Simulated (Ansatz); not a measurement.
## Relaxing Tl₂Zn₂Ag

All numbers below come from Ansatz 0.2.0, DFT PBE, scalar-relativistic, plane waves, PAW. Cutoff 420 eV, Γ-centred k mesh, Gaussian smearing, no spin polarisation in the final step.

The start puts Tl₂Zn₂Ag on the ThCr2Si2 structure type (I4/mmm, No. 139), with Ag in place of Th, Zn in place of Cr, Tl in place of Si, at a guessed volume.

```
Zn Tl Ag
1.0
    -2.14610    2.14610    5.63087
     2.14610   -2.14610    5.63087
     2.14610    2.14610   -5.63087
Zn Tl Ag
2 2 1
Direct
  0.25000 0.75000 0.50000
  0.75000 0.25000 0.50000
  0.62600 0.62600 0.00000
  0.37400 0.37400 0.00000
  0.00000 0.00000 0.00000
```

Cell and atoms relax at zero pressure; the relaxation can't lower the symmetry of the start. After a coarse first stage the cell is made exact in the group found at 0.06 Å.

Energies over the elements count from the elements' standard structures at the same level, with no empirical corrections.

Task: Describe the relaxed structure.

Result: It keeps I4/mmm (No. 139), but not the shape of the type it started on. Conventional cell: a = 3.624 Å, c = 17.884 Å. Zn has 4 Zn at 2.56 Å; Tl has 4 Ag at 3.14 Å, 4 Zn at 3.21 Å and 5 Tl at 3.62–3.64 Å; around Ag lie 8 Tl at 3.14 Å and 4 Ag at 3.62 Å.

```
Zn Tl Ag
1.0
    -1.81198    1.81198    8.94219
     1.81198   -1.81198    8.94219
     1.81198    1.81198   -8.94219
Zn Tl Ag
2 2 1
Direct
  0.25000 0.75000 0.50000
  0.75000 0.25000 0.50000
  0.60167 0.60167 0.00000
  0.39833 0.39833 0.00000
  0.00000 0.00000 0.00000
```

Task: What are its volume, energy, density and gap?

Result: The volume per atom is 23.49 Å³ and the density is 9.15 g/cm³. The energy over the elements is 0.17 eV/atom and the gap on the 14×14×14 mesh is 0 eV (a metal).

The final run used a 14×14×14 mesh on its 5-atom cell and 0.10 eV smearing. The k mesh leaves about 4 meV/atom of noise in metals. Spin–orbit coupling is left out. Symmetry constrained the relaxation, so the result can be a saddle point. The steps took about 13 core-minutes in all.